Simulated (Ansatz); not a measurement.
Basis-set extrapolation for `B[SiH2]O` (PBE0-D4/def2-TZVP geometry, frozen core, Ansatz 0.2.0). Multiplicity 1, RHF reference.

```tsv
	def2-TZVPP	def2-QZVPP
HF	-391.451986	-391.466340
MP2 correlation	-0.466419	-0.502242
CCSD(T) correlation	-0.520823	not run
```

Energies in hartree. Use E(X) = E(∞) + A·exp(−7.88·√X) for Hartree–Fock and E(X) = E(∞) + B·X^(−2.97) for correlation, with X = 3 and 4, and add CCSD(T) minus MP2 of the smaller set to the MP2 limit.

What is the CCSD(T) energy at the basis-set limit?

HF limit: -391.466340 + (-0.014354) × 0.13774 = -391.46832. MP2 limit: -0.502242 + (-0.035823) × 0.74074 = -0.52878. Higher-order term: -0.520823 − (-0.466419) = -0.05440. Total: -392.05150 hartree, 206.6 kJ/mol below CCSD(T)/def2-TZVPP.
